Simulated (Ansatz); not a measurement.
Relaxation of CH₇AlO (10 atoms, charge 0, multiplicity 1), to a largest force component of 0.03 eV/Å in at most 50 steps.

The calculation used RHF/def2-mTZVP (Ansatz 0.2.0).

```xyz
10
Properties=species:S:1:pos:R:3:forces:R:3
Al -0.021 -0.415 -0.514 -0.04 -1.14 0.25
C -0.032 -0.249 2.654 0.06 -0.34 -0.12
H -0.957 -0.209 3.215 0.04 -0.02 -0.02
H 0.805 -0.357 3.337 -0.12 0.02 -0.09
H 0.086 0.687 2.116 0.00 -0.03 0.01
H 1.406 0.215 -0.674 -0.01 -0.01 0.01
H -1.362 0.348 -0.827 0.00 0.00 -0.01
O -0.090 -2.083 -0.023 0.02 0.98 -0.68
H -0.894 -2.575 -0.040 0.01 0.00 0.00
H -0.050 -1.109 1.973 0.03 0.53 0.65
```

Where does it end, and by what steps?

It converged. The force dipped under the threshold on the way, but the program's further checks kept it going. After 15 steps the energy has fallen by 0.178 eV; H4 moved furthest, 0.78 Å.

```tsv
step	energy less start (eV)	largest force component (eV/Å)	accepted
0	0.0000	1.141	yes
1	-0.0901	0.901	yes
2	-0.1200	0.632	yes
3	-0.1525	0.704	yes
4	-0.1698	0.175	yes
5	-0.1733	0.090	yes
6	-0.1750	0.085	yes
7	-0.1760	0.072	yes
8	-0.1766	0.054	yes
9	-0.1769	0.027	yes
10	-0.1772	0.021	yes
11	-0.1753	0.270	no
12	-0.1776	0.035	yes
13	-0.1778	0.103	yes
14	-0.1781	0.025	yes
15	-0.1784	0.022	yes
```

```xyz
10
Properties=species:S:1:pos:R:3
Al -0.103 -0.551 -0.969
C 0.047 -0.128 3.120
H -1.013 -0.126 3.335
H 0.602 -0.097 4.047
H 0.298 0.743 2.528
H 1.329 0.084 -1.071
H -1.436 0.269 -1.169
O -0.176 -2.201 -0.631
H -0.964 -2.712 -0.554
H 0.306 -1.028 2.579
```

Time of the run: 18 s on 1 thread of Arm Neoverse V2, with other jobs on the host, peak memory 0.14 GiB.
